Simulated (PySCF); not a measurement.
**Chlorine: a sound run and one with changed settings**

Sound run: Cl [Ne] 3s2 3p5, Cl⁺ [Ne] 3s2 3p4. Calculation: PySCF 2.14, in aug-cc-pV(D+d)Z; the non-relativistic Hamiltonian (point nucleus). In the sound run the correlated levels freeze [Ne]. The sound run starts from symmetry-adapted Hartree-Fock orbitals and uses a fine grid where one is needed.

A second run was set up differently.

```tsv
species	method	sound run (hartree)	changed run (hartree)	converged
Cl	UHF	-459.47306	-454.54219	yes
Cl	M06-L	-460.13636	-455.12501	yes
Cl	r2SCAN	-460.11101	-455.11316	yes
Cl	MP2	-459.59580	-454.54219	yes
Cl⁺	UHF	-459.03842	-454.12970	yes
Cl⁺	M06-L	-459.65710	-454.66149	yes
Cl⁺	r2SCAN	-459.63125	-454.65099	yes
Cl⁺	MP2	-459.13231	-454.12970	yes
```

Ionisation energy of Cl:

| method | sound run (eV) | changed run (eV) |
| --- | --- | --- |
| UHF | 11.827 | 11.224 |
| M06-L | 13.041 | 12.613 |
| r2SCAN | 13.055 | 12.576 |
| MP2 | 12.612 | 11.224 |
| SCS-MP2 | 12.587 | 11.224 |

Task: What was changed?
A. all electrons correlated in a valence basis
B. minimal basis
C. too few SCF iterations
D. level shift left on

Result: B. It used basis STO-3G. A minimal basis cannot let orbitals breathe on ionisation and holds almost no correlation.
